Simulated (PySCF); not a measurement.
Species: fluorosilane, FH3Si.
Geometry (GFN2-xTB, Å), atoms numbered from 1 in this order:
```
atom  x, y, z in Å
F1     1.496   -0.037   -0.232
Si2   -0.091    0.003    0.011
H3    -0.469    1.393   -0.190
H4    -0.279   -0.456    1.378
H5    -0.649   -0.900   -0.983
```

Method: TDDFT CAM-B3LYP/def2-SVPD, vertical, gas phase, core orbitals frozen in the response in PySCF.

Ground-to-excited transition dipoles (e·a0, same axes as the geometry; the sign carries no meaning), for the states with f of 0.002 or more among the lowest 8:

```tsv
state	E (hartree)	μx	μy	μz
S1	0.2986	0.032	-0.052	0.217
S2	0.2987	0.014	0.221	0.051
S3	0.3516	0.099	-0.179	0.683
S4	0.3517	0.044	0.690	0.174
S6	0.3771	-0.154	-0.003	0.038
S7	0.3808	-0.122	0.258	-0.827
S8	0.3809	-0.059	-0.836	-0.252
```

**Question.** What oscillator strength does each state have?

**Answer.** f = (2/3) ΔE |μ|² with ΔE in hartree (27.2114 eV).

```tsv
state	|μ|² (au)	|μ| (D)	f
S1	0.051	0.57	0.010
S2	0.052	0.58	0.010
S3	0.508	1.81	0.119
S4	0.508	1.81	0.119
S6	0.025	0.40	0.006
S7	0.765	2.22	0.194
S8	0.766	2.23	0.195
```

**Question.** What is the point group, and which symmetry does each of these states have?

**Answer.** C3v. Polarised along the main axis, so A1: S6. Polarised across the main axis, so E: S1, S2, S3, S4, S7 and S8.

**Question.** How is the summed strength of these states shared among x, y and z?

**Answer.** (2/3) Σ ΔE μα² gives 0.014 for x, 0.324 for y and 0.316 for z, 0.654 in all.

**Question.** What peak molar absorption coefficient would the strongest computed level give as a lone Gaussian band 0.3 eV wide at half height?

**Answer.** ε(max) = 2.175×10⁸ f / FWHM, with the width in cm⁻¹. S7/S8 (f summed): 2.175×10⁸ × 0.3889 / 2420 ≈ 35000 L mol⁻¹ cm⁻¹.

S1/S2, S3/S4 and S7/S8 coincide within about 0.01 eV; within a degenerate level the directions of the single components are arbitrary.
